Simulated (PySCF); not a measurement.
# How good is the calculation?

Atom-mapped SMILES (the numbers label the heavy atoms): `[CH2:1]1[CH2:2][CH2:3][CH2:4]1` (H(Xn): hydrogen on atom n).

What is known from experiment: δ ¹H H(C1)/H(C2)/H(C3)/H(C4) 1.96 ppm (measured; solution, not stated in the table (CDCl3 in this author's series); The use of chemical shift calculations in the conformational analysis of substituted benzenes, New J. Chem. 2019 (ESI)). Coupling constants: ¹J(C1,H(C1)) 133.6 Hz, ¹J(C1,C2) 28.3 Hz.

How the numbers were obtained: J: B3LYP/pcJ-2 (without the spin–dipole term), structure optimised with PBE0-D3(BJ)/def2-TZVP, shielding tensors at B97-2/pcSseg-2 (GIAO), in PySCF 2.14.0 with density-fitted response routines (one averaged value for each set of equivalent atoms, single conformer, non-relativistic Hamiltonian, gas phase).

**Question.** How close does the calculation come?

**Answer.** 
Reference values: measured (solution, not stated in the table (CDCl3 in this author's series); The use of chemical shift calculations in the conformational analysis of substituted benzenes, New J. Chem. 2019 (ESI)).
| atoms | quantity | reference | computed | computed, scaled |
| --- | --- | --- | --- | --- |
| H(C1)/H(C2)/H(C3)/H(C4) | δ ¹H | 1.96 | 1.96 | 1.98 |

Computed shifts are σ(ref) − σ with the named reference compound (TMS for H and C) calculated as an isolated molecule at the same level. The measured values may be among those fitted. Empirical linear scaling, fitted to shifts measured mostly in CDCl3 for H and C (δ vs TMS): ¹H (scatter 0.14 ppm rms, 0.16 ppm with the 4 outliers that the fit left out). Occasional misses reach two or three times the rms, and more in compound classes unlike the fitted ones.

Coupling constants in Hz:
| coupling | reference | computed | source |
| --- | --- | --- | --- |
| ¹J(C1,H(C1)) | 133.6 | 139.5 | measured; liquid or solution (compiled); Cremer, Kraka, Wu, Luettke, ChemPhysChem 2004, 5, 349 |
| ¹J(C1,C2) | 28.3 | 26.4 | measured; liquid or solution (compiled); Cremer, Kraka, Wu, Luettke, ChemPhysChem 2004, 5, 349 |
